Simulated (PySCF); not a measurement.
# Curvature of the energy in the electron number along group 14, charge -1

Calculated with PySCF 2.14, in def2-TZVPPD, non-relativistic, def2-TZVPPD with the def2 core potential (28 electrons), ECP, def2-TZVPPD with the def2 core potential (60 electrons), ECP: one orbital is emptied in steps, and each cell gives the departure of E from the straight line at half an electron, in eV (from a cubic fit). The exact functional gives zero.

```json
{"species": "C⁻", "orbital": "2p alpha", "LDA": "-1.11", "PBE": "-1.07", "r2SCAN": "-0.95", "PBE0": "-0.71", "BHandHLYP": "-0.37", "LC-wPBE": "-0.02", "wB97X": "-0.09", "UHF": "0.32"}
{"species": "Si⁻", "orbital": "3p alpha", "LDA": "-0.80", "PBE": "-0.78", "r2SCAN": "-0.70", "PBE0": "-0.54", "BHandHLYP": "-0.32", "LC-wPBE": "0.06", "wB97X": "0.00", "UHF": "0.16"}
{"species": "Ge⁻", "orbital": "4p alpha", "LDA": "-0.84", "PBE": "-0.81", "r2SCAN": "-0.75", "PBE0": "-0.57", "BHandHLYP": "-0.36", "LC-wPBE": "0.03", "wB97X": "-0.03", "UHF": "0.13"}
{"species": "Sn⁻", "orbital": "5p alpha", "LDA": "-0.69", "PBE": "-0.67", "r2SCAN": "-0.62", "PBE0": "-0.47", "BHandHLYP": "-0.29", "LC-wPBE": "0.07", "wB97X": "0.01", "UHF": "0.13"}
{"species": "Pb⁻", "orbital": "6p alpha", "LDA": "-0.67", "PBE": "-0.65", "r2SCAN": "-0.60", "PBE0": "-0.46", "BHandHLYP": "-0.28", "LC-wPBE": "0.07", "wB97X": "0.01", "UHF": "0.12"}
```

How does the mean departure depend on the functional?

LDA -0.82 eV; PBE -0.80 eV; r2SCAN -0.72 eV; PBE0 -0.55 eV; BHandHLYP -0.32 eV; LC-wPBE 0.04 eV; wB97X -0.02 eV; UHF 0.17 eV. Semilocal functionals are convex (delocalisation error), Hartree-Fock is concave or straight, and exact exchange removes curvature roughly in proportion to its share, so among the functionals the range-separated hybrids usually come closest to zero.

At the full anion the orbital energy is positive in some cells, where the basis helps to hold the electron.

No spin-orbit coupling is included.
